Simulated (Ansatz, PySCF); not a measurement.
Reaction (SMILES): C[O] -> C[O-] (an electron is taken up)
Each molecule is optimised on its own at B3LYP-D3(BJ)/def2-TZVP (Ansatz, a quantum-chemistry and plane-wave program).

Property: adiabatic electron affinity (0 K, with B3LYP-D3(BJ) harmonic zero-point energies from PySCF), positive where the reaction releases energy, in eV. Correlated levels leave the core frozen unless marked. UHF or UKS for open shells. No spin-orbit coupling. No relativistic terms. Anions need diffuse functions: aug- sets have them; def2-D sets add few; the other sets have none. CBS(X,Y): correlation extrapolated as X^-3; Hartree-Fock from the larger set. [CCSD(T)-MP2]/basis is that difference in the basis named.

RI-MP2/CBS(aug-cc-pVTZ,aug-cc-pVQZ)+[CCSD(T)-MP2]/aug-cc-pVTZ (Ansatz) gives 1.60 eV.

Question: Another calculation gave 1.42 eV. Which level was it?
(A) PBE-QIDH/def2-TZVPD (Ansatz)
(B) HF/def2-TZVPD (PySCF)
(C) BLYP/def2-TZVPD (Ansatz)
(D) r2SCAN0/def2-TZVPD (Ansatz)

Answer: A, PBE-QIDH/def2-TZVPD (Ansatz). The others give 1.54 (BLYP), -0.32 (HF), 1.22 (r2SCAN0) eV.
